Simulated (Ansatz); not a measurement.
C$_{2}$H$_{4}$N+, SMILES `CC#[NH+]`. Charge 1, multiplicity 1.

```json
{"atom": "C1", "x (Å)": "0.2777", "y (Å)": "0.7501", "z (Å)": "0.4708"}
{"atom": "C2", "x (Å)": "-0.1494", "y (Å)": "-0.4035", "z (Å)": "-0.2533"}
{"atom": "N3", "x (Å)": "-0.4896", "y (Å)": "-1.3226", "z (Å)": "-0.8301"}
{"atom": "H4", "x (Å)": "0.6592", "y (Å)": "0.4364", "z (Å)": "1.4476"}
{"atom": "H5", "x (Å)": "-0.5747", "y (Å)": "1.4242", "z (Å)": "0.6017"}
{"atom": "H6", "x (Å)": "1.0682", "y (Å)": "1.2532", "z (Å)": "-0.0949"}
{"atom": "H7", "x (Å)": "-0.7914", "y (Å)": "-2.1378", "z (Å)": "-1.3418"}
```

Question: What are the harmonic wavenumbers in cm⁻¹ at PBE0-D4/def2-TZVP (Ansatz, finite differences of forces, unscaled)? (Best estimate.)

Answer: The calculation gave: 402, 402, 590, 590, 946, 1028, 1028, 1379, 1415, 1415, 2410, 3045, 3136, 3136, 3700.

Question: Is this a minimum?

Answer: Yes, all 15 modes are real.

Question: Give the ideal-gas thermochemistry at 298.15 K and 1 bar (rigid rotor, harmonic oscillator; point group C3v, symmetry number 3).

Answer: Zero-point energy 147.3 kJ/mol; H(298) − E = 160.0 kJ/mol; entropy 246.8 J/(mol·K), of which translation 155.5, rotation 78.0, vibration 13.3; G(298) − E = 86.4 kJ/mol.

Question: Rotational constants (cm⁻¹)?

Answer: 5.204, 0.2907, 0.2907.
